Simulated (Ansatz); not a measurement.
Compare A (`CC(C)(C)NN`) with its isomer B (`CC(C)(N)CN`).

Isolated molecules relaxed with PBE0-D4/def2-TZVP in Ansatz; ΔE leaves out vibrations. CCSD(T)/CBS adds triple-zeta CCSD(T) − MP2 to the extrapolated MP2 energy (def2 sets, frozen cores). Functionals use def2-TZVPP. B3LYP here is the variant with VWN-RPA as its local correlation; programs differ in this. One conformer a species, not always the lowest.

Which isomer does CCSD(T)/CBS put lower? Give the gap. (Estimate.)

The calculation gave: B, by 91.5 kJ/mol.

Give E(B) − E(A) in kJ/mol with BLYP-D4, CCSD(T)/def2-SVP, CCSD(T)/def2-TZVPP, PBE0-D4, r2SCAN-D4, B2PLYP, B3LYP-D4. (Best estimate.)

Ansatz gave: BLYP-D4 -84.0, CCSD(T)/def2-SVP -86.4, CCSD(T)/def2-TZVPP -91.3, PBE0-D4 -87.4, r2SCAN-D4 -88.8, B2PLYP -89.1, B3LYP-D4 -86.2. None reverses the order clearly.

Largest T1 diagnostic: 0.009.

At CCSD(T), def2-SVP lies +5.0 kJ/mol from the extrapolated value and def2-TZVPP +0.1 kJ/mol. Leaving LDA and LC-ωPBE aside and taking each functional with its dispersion term where it has one, the values, not all of them listed here, spread over 7.7 kJ/mol, from PBE-QIDH to BLYP-D4.
